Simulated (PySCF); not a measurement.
Method: PySCF with PBE0-D4/def2-TZVP. Isolated molecules, 0 K electronic values unless said otherwise. 

Reference species (SMILES): `[Cl][Ga][Cl]` (neutral, multiplicity 2).

* **highest occupied spin orbital**: -7.08 eV
* **dipole moment**: 1.76 D

Changed species: `[OH]` (radical fragment; the reference has radical fragment).

Question: What does the change do to the highest occupied spin orbital and dipole moment?

Answer: the highest occupied spin orbital decreases by 2.01 eV, to -9.09 eV; the dipole moment stays essentially unchanged.
